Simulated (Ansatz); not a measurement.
# MgNH (triplet): wave-function methods side by side at distance N1–Mg2 = 5.162 Å, 6-31G

How much of the correlation energy of MgNH (triplet) does each wave-function method recover here?

Method: 6-31G, core rule «outside noble gas», up to 6 orbitals frozen; program: Ansatz 0.2.0, Gaussian basis.

The runs, in order: UHF; CCSD(T) on ROHF; CCSD(T) on UHF; BCCD(T) on ROHF; CISD as a restricted active space (open shells left free, so some higher excitations enter); CCSDT(Q) on ROHF; CCSDT(Q) on UHF; CISDTQ; CCSDTQ on ROHF; CCSDTQ on UHF; CASSCF and MRCISD+Q, 4 electrons in 4 orbitals; CASSCF and NEVPT2, 4 electrons in 4 orbitals; CASSCF and MRCISD+Q, 8 electrons in 9 orbitals; CASSCF and NEVPT2, 8 electrons in 9 orbitals; Full CI.

29 further runs of the same task are left out: 14 for a known fault of the program, 12 that didn't finish, 3 set aside as unsound or not needed. Runs told in other sessions of the task aren't counted.

## 1. The system

The geometry derives from a PBE0/def2-TZVP stationary point (not a proven minimum). One bond is set to the value named and the two fragments are kept rigid.

3 atoms, charge 0, spin multiplicity 3.

Atoms are counted from 1 here; the program's logs count them from 0.

Bond lengths: N1–H3 1.011 Å.

## 2. UHF

File in.yaml:

```yaml
crystal:
  periodic: [false, false, false]
  atoms:
    - {symbol: N, position_ang: [0.000000, 0.000000, 1.383667]}
    - {symbol: Mg, position_ang: [0.000000, 0.000000, -3.778333]}
    - {symbol: H, position_ang: [0.000000, 0.000000, 2.394667]}
basis:
  gaussian: {orbitals: 6-31G}
magnetization: {spin_polarized: true, initial_magnetization: 2}
hamiltonian: {xc: hf}
output: {orbitals: {seedname: orbitals}}
```

Launch:

```console
ansatz run in.yaml --threads 1 --pin off --events-out ev --progress --plain --max-ram 2393MiB
```

Further steps of the session: CCSD(T) on ROHF; CCSD(T) on UHF; BCCD(T) on ROHF; CISD as a restricted active space (open shells left free, so some higher excitations enter); CCSDT(Q) on ROHF; CCSDT(Q) on UHF; CISDTQ; CCSDTQ on ROHF; CCSDTQ on UHF; CASSCF and MRCISD+Q, 4 electrons in 4 orbitals; CASSCF and NEVPT2, 4 electrons in 4 orbitals; CASSCF and MRCISD+Q, 8 electrons in 9 orbitals; CASSCF and NEVPT2, 8 electrons in 9 orbitals; Full CI.

**Question.** What will the summary of the whole plan be? Wanted: FCI from the RHF energy; RMP2 from FCI; UMP2 from FCI; RCCSD from FCI; RCCSD(T) from FCI; UCCSD(T) from FCI; RCCSDT(Q) from FCI; UCCSDT(Q) from FCI; NEVPT2 pair from FCI.

As calculated:

| quantity | value |
| --- | --- |
| FCI from the ROHF energy | -2.8649 eV |
| RMP2 from FCI | +74.5 kJ/mol |
| UMP2 from FCI | +71.5 kJ/mol |
| RCCSD from FCI | +1.7 kJ/mol |
| RCCSD(T) from FCI | +0.5 kJ/mol |
| UCCSD(T) from FCI | +0.4 kJ/mol |
| RCCSDT(Q) from FCI | 0.0 kJ/mol |
| UCCSDT(Q) from FCI | -0.1 kJ/mol |
| NEVPT2 pair from FCI | +63.9 kJ/mol |
| MRCISD+Q pair from FCI | -4.2 kJ/mol |
| NEVPT2 valence from FCI | +31.4 kJ/mol |
| levels within 1 kcal/mol (43 meV) | RCCSD, UCCSD, RCCSD(T), UCCSD(T), BCCD(T), RCCSDT, UCCSDT, CISDTQ, RCCSDT(Q), UCCSDT(Q), RCCSDTQ, UCCSDTQ, MRCISD valence, MRCISD+Q valence |
| T1 diagnostic | 0.016 |
| effectively unpaired electrons | 2.11 |

What this shows: RCCSD(T) misses by +0.5 kJ/mol, 0.2 % of the correlation energy. MRCISD+Q pair falls below full CI: the +Q correction isn't variational, and the cores differ from full CI's. One determinant dominates. Of the multireference levels listed MRCISD+Q valence comes nearest in total energy (+0.3 kJ/mol), which doesn't show that its space is the better one. These misses are within one basis, not against nature; the frozen cores of restricted and unrestricted runs differ, which can shift their rows.

Levels on UHF freeze UHF's core orbitals, full CI those of ROHF, so the U rows can settle a little off it for that reason alone.

With open shells the CI space here admits some higher excitations, so it is larger than plain CISD.
